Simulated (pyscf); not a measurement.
A first-order saddle from PySCF, ωB97X-D3(BJ)/def2-SVP:

```
O
H 1 0.9662
Ga 1 1.9357 2 120.31
H 3 1.5608 1 112.77 2 121.23
H 3 1.5659 4 127.13 1 141.46
H 3 1.7228 4 108.83 5 134.41
As 6 1.7941 3 113.83 4 126.86
H 7 1.5378 6 77.81 3 117.07
H 7 1.5438 8 88.33 6 131.87
```

Surface: singlet, charge 0. Lowest wavenumbers (cm⁻¹): 545i, 135, 225, 336, 438.

**Question.** What reaction is this the transition state of?

**Answer.** AsH₃ (SMILES [AsH3]) + HO–GaH₂ (SMILES [OH][GaH2]) ⇌ HO–AsH₂ (SMILES O[AsH2]) + GaH₃ (SMILES [GaH3]), a four-centre exchange read from left to right: As–H, Ga–O broken and As–O, Ga–H formed. At ωB97M-D3(BJ)/def2-TZVP it lies +29.1 kcal/mol from the left side and +4.8 kcal/mol from the right (each side as separated species at their lowest minima found). On the product side the descent ends in an adduct with a Ga–O contact, 18.2 kcal/mol under the separated species and 19.2 kcal/mol under the saddle at ωB97X-D3(BJ)/def2-TZVP. What is counted as broken (Ga–O) persists as a longer contact in the product adduct; parting that adduct is a step of its own. At ωB97X-D3(BJ)/def2-TZVP the barrier from the zero used here is 25.5 kcal/mol. The same reactants have a lower exit, to H₂Ga–AsH₂ + H₂O (barrier +15.9 kcal/mol at ωB97M-D3(BJ)/def2-TZVP, against +29.1 kcal/mol here). One saddle was located; it need not be the lowest between these sides. Elements up to Kr have no core potential and no relativistic terms here.
